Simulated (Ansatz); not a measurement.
Relaxation of CHBCl (4 atoms, charge -1, multiplicity 1), to a largest force component of 0.02 eV/Å in at most 50 steps.

The calculation used RKS LDA/def2-SVP (Ansatz 0.2.0).

```xyz
4
Properties=species:S:1:pos:R:3:forces:R:3
C -0.472 0.546 -0.429 -0.42 0.48 -0.35
B 0.259 -0.303 0.243 1.42 -1.63 1.20
Cl 1.303 -1.497 1.124 -0.51 0.58 -0.41
H -1.090 1.253 -0.938 -0.49 0.56 -0.43
```

Where does it end, and by what steps?

The run converged. Limits of this set-up: an anion without diffuse functions. After 4 steps the energy has fallen by 0.050 eV; B2 moved furthest, 0.03 Å.

```tsv
step	energy less start (eV)	largest force component (eV/Å)	accepted
0	0.0000	1.626	yes
1	-0.0416	0.488	yes
2	-0.0495	0.042	yes
3	-0.0496	0.035	yes
4	-0.0500	0.002	yes
```

```xyz
4
Properties=species:S:1:pos:R:3
C -0.476 0.547 -0.413
B 0.283 -0.325 0.245
Cl 1.291 -1.484 1.119
H -1.098 1.262 -0.951
```

Whether the end is a true minimum wasn't checked by a vibrational analysis.

Run time: 6.8 s on 1 thread of Intel(R) Xeon(R) Processor @ 2.50GHz (Skylake/Cascade Lake), on a shared host, peak memory 0.13 GiB.
